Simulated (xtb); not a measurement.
**triplet C2H2F2O: a chain of runs**

We compute a geometry optimisation (triplet C2H2F2O, GFN2-xTB), then the harmonic vibrations (triplet C2H2F2O, GFN2-xTB) of C2H2F2O. 

The calculation is run with xtb 6.7.1.

4 further runs of the same task are left out: 4 set aside as unsound or not needed.

**1. The molecule**

C2H2F2O: 7 atoms, total charge 0, spin state triplet. As SMILES of the parent species, `FC1(F)CO1`. Geometry: a rough force-field guess. That shape belongs to the parent species and isn't relaxed for this state. The run starts from this shape.

Bond lengths: F1–C2 1.417 Å, C2–F3 1.382 Å, C2–C4 1.491 Å, C2–O5 1.421 Å, C4–O5 1.386 Å, C4–H6 1.133 Å, C4–H7 1.067 Å. Some angles: F1–C2–F3 108.5°, F1–C2–C4 121.8°, F1–C2–O5 117.7°, F3–C2–C4 122.6°, F3–C2–O5 121.2°, C4–C2–O5 56.8°, C2–C4–O5 59.1°, C2–O5–C4 64.1°, C2–C4–H6 114.6°, C2–C4–H7 117.7°.

**2. A geometry optimisation at GFN2-xTB (ALPB aniline) (run 1)**

Contents of .CHRG:

```
0
```

Contents of .UHF:

```
2
```

Contents of start.xyz:

```xyz
7
start
F      0.265300    -1.850400    -0.112600
C      0.008400    -0.552900     0.395500
F     -0.861500    -0.664000     1.463800
C      0.061000     0.656400    -0.474500
O      1.085300     0.373900     0.415300
H     -0.692200     1.460200    -0.210300
H      0.195000     0.508700    -1.523000
```

On the command line:

```sh
$ xtb start.xyz -o tight --cma --alpb aniline --gfn2 | tee xtb.out
```

Standard output:

```text
* xtb version 6.7.1
[...]
      * Solvation model:               ALPB
        Solvent                        aniline
[...]
        Solvent mass                       9.3130E+01 g/mol
[...]
          :  # basis functions                  22          :
[...]
          :  # electrons                        30          :
[...]
          :  Hamiltonian                  GFN2-xTB          :
[...]
          :  net charge                          0          :
          :  unpaired electrons                  2          :
[...]
   *** convergence criteria satisfied after 15 iterations ***
[...]
   *** GEOMETRY OPTIMIZATION CONVERGED AFTER 38 ITERATIONS ***
[...]
   *** convergence criteria satisfied after 3 iterations ***
[...]
         ::                     SUMMARY                     ::
         :::::::::::::::::::::::::::::::::::::::::::::::::::::
         :: total energy             -18.669441542640 Eh    ::
         :: total w/o Gsasa/hb       -18.668177630622 Eh    ::
         :: gradient norm              0.000309698372 Eh/a0 ::
         :: HOMO-LUMO gap              8.893314161132 eV    ::
         ::.................................................::
         :: SCC energy               -18.751838065205 Eh    ::
         :: -> isotropic ES            0.031334862438 Eh    ::
         :: -> anisotropic ES         -0.000206354987 Eh    ::
         :: -> anisotropic XC         -0.006368147375 Eh    ::
         :: -> dispersion             -0.002534222778 Eh    ::
         :: -> Gsolv                  -0.005132735576 Eh    ::
         ::    -> Gelec               -0.003868823558 Eh    ::
         ::    -> Gsasa               -0.003817156126 Eh    ::
         ::    -> Ghb                 -0.000419174806 Eh    ::
         ::    -> Gshift               0.002972418914 Eh    ::
[...]
        16        1.0000           -0.3390522              -9.2261 (HOMO)
        17                         -0.0122289              -0.3328 (LUMO)
[...]
     #   Z          covCN         q      C6AA      α(0)
     1   9 F        0.786    -0.184    11.069     3.930
     2   6 C        2.451     0.371    20.997     7.477
     3   9 F        0.785    -0.191    11.145     3.944
     4   6 C        2.734    -0.015    28.370     8.720
     5   8 O        1.707    -0.189    17.160     5.593
     6   1 H        0.926     0.094     1.842     2.123
     7   1 H        0.927     0.115     1.658     2.014
[...]
     #   Z sym  total        # sym  WBO       # sym  WBO       # sym  WBO
 ---------------------------------------------------------------------------
     1   9 F    1.160 --     2 C    1.030
     2   6 C    3.259 --     5 O    1.165     1 F    1.030     3 F    1.018
     3   9 F    1.151 --     2 C    1.018
     4   6 C    3.105 --     5 O    1.107     6 H    0.969     7 H    0.969
     5   8 O    2.389 --     2 C    1.165     4 C    1.107
     6   1 H    0.991 --     4 C    0.969
     7   1 H    0.987 --     4 C    0.969
 ---------------------------------------------------------------------------
[...]
molecular dipole:
                 x           y           z       tot (Debye)
 q only:        1.232       0.076      -0.193
   full:        1.149       0.012      -0.207       2.967
molecular quadrupole (traceless):
[...]
          | TOTAL ENERGY              -18.669441542640 Eh   |
          | GRADIENT NORM               0.000309698372 Eh/α |
          | HOMO-LUMO GAP               8.893314161132 eV   |
           -------------------------------------------------
[...]
```

Standard error:

```text
normal termination of xtb
```

It also wrote xtbopt.xyz:

```text
7
 energy: -18.669441542640 gnorm: 0.000309698372 xtb: 6.7.1
F           -2.99471753151186       -0.79060206873418       -0.56438928647971
C           -2.12414534337007        0.11265894077026       -0.08890059697352
F           -2.82337076033840        1.08011549242755        0.54220174015729
C            0.19447304169754       -0.01702135871262        0.30392975476132
O           -1.10655446521911       -0.40264658649635        0.58750924853388
H            0.41297220501271        0.42725065094114       -0.64655563367758
H            0.91250886938712       -0.49367047102117        0.93623540784667
```

Wall time 0.16 s (1 thread of Intel Xeon Platinum 8259CL at 2.50GHz (Skylake/Cascade Lake), shared host).

Steps, from the record of the run:

| step | energy from the first frame kept (eV) |
| --- | --- |
| 0 | 0.0000 |
| 2 | -3.2477 |
| 4 | -4.7766 |
| 6 | -5.4800 |
| 8 | -5.5998 |
| 10 | -5.6478 |
| 12 | -5.6770 |
| 14 | -5.7351 |
| 16 | -5.7787 |
| 18 | -5.7995 |
| 20 | -5.8184 |
| 22 | -5.8515 |
| 24 | -5.8746 |
| 26 | -5.8813 |
| 28 | -5.8833 |
| 30 | -5.8836 |
| 32 | -5.8838 |
| 34 | -5.8845 |
| 36 | -5.8847 |
| 37 | -5.8847 |

After the run. Bond lengths: F1–C2 1.342 Å, C2–F3 1.350 Å, C2–O5 1.326 Å, C4–O5 1.386 Å, C4–H6 1.072 Å, C4–H7 1.069 Å. Angles: F1–C2–F3 108.2°, F1–C2–O5 114.7°, F3–C2–O5 115.9°, C2–O5–C4 120.5°, O5–C4–H6 119.2°, O5–C4–H7 112.7°, H6–C4–H7 124.9°.

**3. Multiplicity 3: the harmonic vibrations at GFN2-xTB (ALPB aniline) (run 2)**

Contents of detailed.inp:

```
$chrg 0
$spin 2
$end
```

Contents of struc.xyz:

```xyz
7

F     -2.99471800    -0.79060200    -0.56438900
C     -2.12414500     0.11265900    -0.08890100
F     -2.82337100     1.08011500     0.54220200
C      0.19447300    -0.01702100     0.30393000
O     -1.10655400    -0.40264700     0.58750900
H      0.41297200     0.42725100    -0.64655600
H      0.91250900    -0.49367000     0.93623500
```

On the command line:

```sh
$ xtb struc.xyz --input detailed.inp --cma --hess --gfn 2 --alpb aniline > out.txt
```

Standard output (excerpt; [...] marks lines left out):

```text
* xtb version 6.7.1
[...]
      * Solvation model:               ALPB
        Solvent                        aniline
[...]
        Solvent mass                       9.3130E+01 g/mol
[...]
          :  # basis functions                  22          :
[...]
          :  # electrons                        30          :
[...]
          :  Hamiltonian                  GFN2-xTB          :
[...]
          :  net charge                          0          :
          :  unpaired electrons                  2          :
[...]
   *** convergence criteria satisfied after 9 iterations ***
[...]
         ::                     SUMMARY                     ::
         :::::::::::::::::::::::::::::::::::::::::::::::::::::
         :: total energy             -18.669448598060 Eh    ::
         :: total w/o Gsasa/hb       -18.668177624300 Eh    ::
         :: gradient norm              0.000341052287 Eh/a0 ::
         :: HOMO-LUMO gap              8.893293302510 eV    ::
         ::.................................................::
         :: SCC energy               -18.751845036152 Eh    ::
         :: -> isotropic ES            0.031334396946 Eh    ::
         :: -> anisotropic ES         -0.000206491913 Eh    ::
         :: -> anisotropic XC         -0.006368187673 Eh    ::
         :: -> dispersion             -0.002534217255 Eh    ::
         :: -> Gsolv                  -0.005139874811 Eh    ::
         ::    -> Gelec               -0.003868901051 Eh    ::
         ::    -> Gsasa               -0.003824214499 Eh    ::
         ::    -> Ghb                 -0.000419178175 Eh    ::
         ::    -> Gshift               0.002972418914 Eh    ::
[...]
        16        1.0000           -0.3390516              -9.2261 (HOMO)
        17                         -0.0122284              -0.3328 (LUMO)
[...]
molecular dipole:
                 x           y           z       tot (Debye)
 q only:       -1.221      -0.016       0.262
   full:       -1.140      -0.080       0.239       2.967
molecular quadrupole (traceless):
[...]
          | TOTAL ENERGY              -18.669448598639 Eh   |
          | TOTAL ENTHALPY            -18.627575317109 Eh   |
          | TOTAL FREE ENERGY         -18.663586883496 Eh   |
          | GRADIENT NORM               0.000341715064 Eh/α |
[...]
```

Standard error:

```text
normal termination of xtb
```

It took 0.16 s on 1 thread of Intel Xeon Platinum 8259CL at 2.50GHz (Skylake/Cascade Lake), shared host.

**4. What came out**

```
                                       quantity         value
       run 1, GFN2-xTB: total energy at the end  -18.66944 Eh
                 run 1, GFN2-xTB: dipole moment        2.97 D
   run 1, GFN2-xTB: HOMO energy (partly filled)      -9.23 eV
                   run 1, GFN2-xTB: LUMO energy      -0.33 eV
             run 1, GFN2-xTB: dispersion energy  -6.65 kJ/mol
    run 1, GFN2-xTB: solvent term in the energy  -13.5 kJ/mol
run 1, GFN2-xTB: mean polarisability (D4 model)    33.8 bohr³
                   multiplicity 3: total energy  -18.66945 Eh
                  multiplicity 3: dipole moment        2.97 D
    multiplicity 3: HOMO energy (partly filled)      -9.23 eV
                    multiplicity 3: LUMO energy      -0.33 eV
              multiplicity 3: dispersion energy  -6.65 kJ/mol
     multiplicity 3: solvent term in the energy  -13.5 kJ/mol
 multiplicity 3: mean polarisability (D4 model)    33.8 bohr³
     multiplicity 3: lowest harmonic wavenumber       56 cm⁻¹
    multiplicity 3: highest harmonic wavenumber     3214 cm⁻¹
              multiplicity 3: zero-point energy   92.0 kJ/mol
```

The optimisation (run 1, GFN2-xTB) took 38 steps and changed the energy by -5.885 eV. Bonds broke or formed on the way. Mulliken charges (run 1, GFN2-xTB) run from -0.19 on F3 to +0.37 on C2. All 15 modes (multiplicity 3) are real, so the shape is a minimum at this level. Mulliken charges (multiplicity 3) run from -0.19 on F3 to +0.37 on C2.
